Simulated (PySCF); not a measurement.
A family of related molecules: H3E-E'H3. Gas-phase values, no solvent. Strings in code marks are SMILES.

The T1 excitation (TDA) from two functionals at the same geometries (B3LYP-D3(BJ)/def2-TZVP), both in PySCF: PBE-D3(BJ)/def2-TZVP and B3LYP-D3(BJ)/def2-TZVP. B3LYP has the VWN-RPA correlation part, as in Gaussian. Excitations are Tamm–Dancoff values on a coarser integration grid. The basis has no diffuse functions, so Rydberg states are missing or too high.

```tsv
species	PBE-D3(BJ)/def2-TZVP (eV)	B3LYP-D3(BJ)/def2-TZVP (eV)
`C[SiH3]`	7.47	7.86
`[SiH3][SnH3]`	5.62	5.83
`[NH3+][BH3-]`	5.50	6.14
`[NH3+][GaH3-]`	5.09	5.63
```

Over these rows, drawn at random from the members with no instability flagged (it was tested for open shells, ions and some series alone), PBE minus B3LYP-D3(BJ): mean -0.44 eV, from -0.63 eV to -0.21 eV.
